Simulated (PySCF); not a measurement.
**A diatomic session: BF+**

One table from this session's results is given with a row withheld; the runs are named, their logs left out.

The runs use PySCF 2.14.0; B cc-pVTZ, F cc-pVTZ, no relativity.

Set-up of the first run:

The job is set up so:

```
atoms                         : B, F
charge                        : 1
basis                         : B cc-pVTZ, F cc-pVTZ
Hamiltonian                   : no relativity
basis functions               : 60
electrons treated             : 13
masses in u                   : 11.0093, 18.9984
levels                        : PBE0, PBE, r²SCAN, M06-2X, PBEsol, M06, ωB97X, HF, MP2, SCS-MP2, CCSD, CCSD(T)
grid                          : 80 radial by 434 angular points
occupations                   : held fixed by the projection of orbital angular momentum
dissociation limit            : B+ + F, each in its ground configuration
starting distance in angstrom : 1.530
values of 2S to try           : 1, 3
```

Launch:

```console
$ OMP_NUM_THREADS=1 python dia.py task.json out
```

Steps of the session up to this table: The job; The PBE0 curve of the state that the search chose; PBE; r²SCAN (meta-GGA); M06-2X (hybrid meta-GGA); PBEsol; M06 (hybrid meta-GGA); ωB97X; UHF; MP2 and coupled cluster.

One table of the session follows, with a row left open; its other results are not shown here.

Energy (eV) from each level's lowest point:

| R (Å) | UHF | UHF-MP2 | UHF-SCS-MP2 | UHF-CCSD | UHF-CCSD(T) |
| --- | --- | --- | --- | --- | --- |
| 1.044 | 1.394 | 1.679 | 1.665 | n/a | n/a |
| 1.093 | 0.575 | 0.776 | 0.766 | 0.730 | 0.767 |
| 1.141 | 0.141 | 0.260 | 0.254 | 0.233 | 0.256 |
| 1.178 | 0.008 | 0.066 | 0.064 | 0.053 | 0.065 |
| 1.214 | 0.000 | 0.000 | 0.000 | 0.000 | 0.000 |
| 1.250 | ? | ? | ? | ? | ? |
| 1.299 | 0.331 | 0.204 | 0.208 | 0.229 | 0.202 |
| 1.360 | 0.763 | 0.555 | 0.559 | 0.592 | 0.546 |
| 1.433 | 1.401 | 1.108 | 1.109 | 1.150 | 1.081 |
| 1.530 | 2.335 | 1.979 | 1.966 | n/a | n/a |

Estimate the missing values for R (Å) = 1.250.

Worked estimate for «UHF». A straight line through the neighbours (1.214, 0.000) and (1.299, 0.331) gives 0.000 + (0.331 − 0.000) × (1.250 − 1.214) / (1.299 − 1.214) = 0.140; a parabola fitted to 4 rows on both sides gives 0.099.

As computed: UHF: 0.091; UHF-MP2: 0.035; UHF-SCS-MP2: 0.037; UHF-CCSD: 0.047; UHF-CCSD(T): 0.036. In «UHF» the line misses by +0.049 and the parabola by +0.008.

Limits of these values: Lowest PBE0 solution found, without spin–orbit coupling: ²Σ⁺ (doublet), unpaired electrons σ ↑. Warnings in the runs' records: inverted.
